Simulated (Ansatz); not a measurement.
Take InAs in the zinc blende structure (space group F-43m, No. 216) as the base.

```
CELL_PARAMETERS angstrom
      0.00000     3.04346     3.04346
      3.04346     0.00000     3.04346
      3.04346     3.04346     0.00000
ATOMIC_POSITIONS crystal
  As 0.75000 0.75000 0.75000
  In 0.00000 0.00000 0.00000
```

All numbers come from Ansatz (a quantum-chemistry and plane-wave program) PBEsol, without spin-orbit coupling.

Modification: every In is replaced by Ga; the structure is relaxed again.

Measured lattice parameter a: InAs 6.047 Å (static lattice; corrected from measurement; as listed in Daniel Mejia-Rodriguez, S. B. Trickey, Phys. Rev. B (2018)); GaAs 5.64 Å (static lattice; corrected from measurement; as listed in Daniel Mejia-Rodriguez, S. B. Trickey, Phys. Rev. B (2018)).

### Question
How well does PBEsol reproduce the measured shift?

### Answer
With PBEsol the lattice parameter a moves by -0.428 Å (6.087 → 5.659) against -0.407 Å measured.

Whether these cells are dynamically stable was not tested. All final runs are without spin polarisation.
